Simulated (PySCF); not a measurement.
# A diatomic session: HF

One job finds the state of HF, follows it along the bond with each method and fits the curves.

Program: PySCF 2.14.0. Level of theory: H def2-TZVPP, F def2-TZVPP, no relativity. These are calculated values, not measurements.

## Step 1: Set-up

The job is set up so:

```json
{
 "atoms": "H, F",
 "charge": "0",
 "basis": "H def2-TZVPP, F def2-TZVPP",
 "Hamiltonian": "no relativity",
 "basis functions": "45",
 "electrons treated": "10",
 "masses in u": "1.0078, 18.9984",
 "levels": "PBE0, PBE, r²SCAN, BP86, TPSS, TPSSh, r²SCANh, CAM-B3LYP, HF, MP2, SCS-MP2, CCSD, CCSD(T)",
 "grid": "80 radial by 434 angular points",
 "occupations": "held fixed by the projection of orbital angular momentum",
 "dissociation limit": "H + F, each in its ground configuration",
 "starting distance in angstrom": "0.935",
 "values of 2S to try": "0, 2"
}
```

On the command line:

```bash
OMP_NUM_THREADS=1 python dia.py task.json out
```

Further steps of the session: The PBE0 curve of the state that the search chose; PBE; r²SCAN (meta-GGA); BP86 (GGA); TPSS (meta-GGA); TPSSh; r²SCANh (hybrid meta-GGA); CAM-B3LYP; RHF (mean field); Correlated methods on the Hartree–Fock reference.

Before running it: what results should come out? Wanted: for each run, Re; ωe; De; μ.

As calculated:

Lowest PBE0 solution found, without spin–orbit coupling: ¹Σ⁺ (singlet), closed shell.

```
      level  Re (Å)  ωe (cm⁻¹)  De (eV)  μ (D)
        RHF   0.897       4472     4.20  -1.92
    RHF-MP2   0.918       4153     6.16    n/a
RHF-SCS-MP2   0.918       4147     6.06    n/a
   RHF-CCSD   0.915       4192     5.90    n/a
RHF-CCSD(T)   0.917       4153     5.98    n/a
        PBE   0.930       3977     6.12  -1.81
       BP86   0.931       3966     6.24  -1.81
       TPSS   0.929       3991     5.99  -1.82
     r²SCAN   0.921       4093     5.96  -1.84
      TPSSh   0.924       4063     5.93  -1.83
    r²SCANh   0.918       4145     5.90  -1.85
       PBE0   0.918       4157     5.90  -1.85
  CAM-B3LYP   0.921       4115     6.04  -1.88
```

De is counted to H + F in their ground configurations. A positive dipole means H(−)F(+).

Differences from CCSD(T) in the same basis:

```
      level  Re (mÅ)  ωe (%)
        RHF      -20    +7.7
    RHF-MP2       +1     0.0
RHF-SCS-MP2       +1    -0.1
   RHF-CCSD       -2    +0.9
        PBE      +13    -4.2
       BP86      +14    -4.5
       TPSS      +12    -3.9
     r²SCAN       +4    -1.4
      TPSSh       +7    -2.2
    r²SCANh        0    -0.2
       PBE0       +1    +0.1
  CAM-B3LYP       +4    -0.9
```

**Reading.** Against CCSD(T) in the same basis, the bond length is nearest at r²SCANh (0 mÅ) and farthest at RHF (-20 mÅ); the wavenumber is nearest at RHF-MP2 (0.0 %) and farthest at RHF (+7.7 %). Hartree–Fock makes the bond too short and too stiff against this reference, as it mostly does. PBE has the long and soft bond that GGAs tend to give. Of the levels with a De here, RHF gives the least (4.20 eV) and BP86 the most (6.24 eV).

Correlated steps freeze 1 core orbital.
